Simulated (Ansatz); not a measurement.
Coupled-cluster diagnostics for BH2Et (C₂H₇B), Ansatz.

Geometry of the singlet (PBE-D4/def2-TZVP):

Cartesian coordinates in Å:
```
B -0.9099 -0.0219 -1.0408
H -0.5008 0.3972 -2.0945
H -1.6610 -0.9648 -1.0537
C -0.3681 0.5450 0.3024
C 0.8950 -0.3298 0.5655
H -1.0588 0.4244 1.1505
H -0.0570 1.5994 0.2510
H 1.3765 -0.0288 1.5070
H 0.6437 -1.3977 0.6493
H 1.6405 -0.2230 -0.2366
```

Correlated methods freeze 3 core orbitals.

(1) Estimate the CCSD(T) correlation energy, the shares of MP2 and (T), T1 and the reference's ⟨S²⟩ for: charge 0, singlet, own geometry in def2-TZVPP; charge 0, singlet, own geometry in def2-TZVPD; charge -1, doublet, vertical in def2-TZVPD; and the rough time on 4 threads of Arm Neoverse V2 on a shared host.

Results:

(1) 
```
                          state       basis  correlation (eV)  MP2 share (%)  (T) share (%)     T1  ⟨S²⟩ (pure)  wall time          remarks
charge 0, singlet, own geometry  def2-TZVPP           -14.204           88.5            3.4  0.009  0.00 (0.00)       20 s                –
charge 0, singlet, own geometry  def2-TZVPD           -13.848           87.7            3.4  0.010  0.00 (0.00)       15 s                –
   charge -1, doublet, vertical  def2-TZVPD           -14.632           87.9            3.7  0.039  0.76 (0.75)    6.7 min  HOMO above zero
```
Customary marks for T1 are 0.02 (closed shells), 0.045 (open shells) and about 0.05 (3d metals). T1 exceeds 0.02 in 1 of 3 rows and 0.045 in 0; the higher it lies, the less the single-reference result can be trusted.
